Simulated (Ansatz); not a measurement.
A calculation with Ansatz (development build ahead of 0.2.0).

```yaml
crystal:
  periodic: [false, false, false]
  atoms:
    - { symbol: B, position_ang: [0.0046, -0.0041, -0.81976] }
    - { symbol: F, position_ang: [0.00136, 0.00188, 0.46078] }
basis:
  gaussian: { orbitals: STO-3G }
hamiltonian:
  xc: hf
correlation:
  method: mp2
  frozen_orbitals: { B: 1, F: 1 }
```

The input is written out in the form of the current development build from the run's settings.

Output:

```yaml
Converged: yes
Reference_energy: -122.35495 hartree
Correlation_energy: -0.06235 hartree
Total_energy: -122.41730 hartree
Spin_squared_of_the_determinant: 0.000
```
